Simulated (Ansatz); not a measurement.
The input, for Ansatz 0.2.0:

```yaml
crystal:
  periodic: [false, false, false]
  atoms:
    - {symbol: B, position_ang: [0.000000, 0.000000, 0.328680]}
    - {symbol: O, position_ang: [0.000000, 0.000000, 1.526641]}
    - {symbol: H, position_ang: [0.000000, 0.000000, -1.855320]}
basis:
  gaussian: {orbitals: def2-SVP}
correlation: {method: sc_nevpt2, electrons: all, active_space: {window: {electrons: 8, orbitals: 4}, states: [{multiplicity: 1, weights: [1, 1, 1, 1]}]}}
```

```sh
$ ansatz run in.yaml --threads 1 --pin off --events-out ev --progress --plain --max-ram 2393MiB
```

Log:

```
548 factors; integrals over basis functions are off by at most 2.5e-7 eV
mean field evaluation 1: about -2714.9583 eV, gradient 4.1e1 eV
mean field evaluation 2: about -2714.9598 eV, gradient 4.1e1 eV
mean field evaluation 4: about -2719.1523 eV, gradient 3.2e0 eV
mean field evaluation 8: about -2719.2226 eV, gradient 1.5e-3 eV
mean field -2719.22257632 eV, -99.9295865244 hartree, gradient 3.1e-6 eV, S^2 0.000000; 0 other end points of the search recorded, 0 dependent functions left out; unrestricted orbitals would lower it
reference -2719.22257632 eV, -99.9295865244 hartree; 7, 7 occupied and 26, 26 virtual orbitals, 548 factors
Error: 4 states are sought, and the space of determinants holds 1 states of this symmetry and spin
```

The run gave no result to rely on (stopped by an error).

Ran on 1 thread of Arm Neoverse V1, shared host: 0.15 s wall, 0.17 GiB peak host memory.
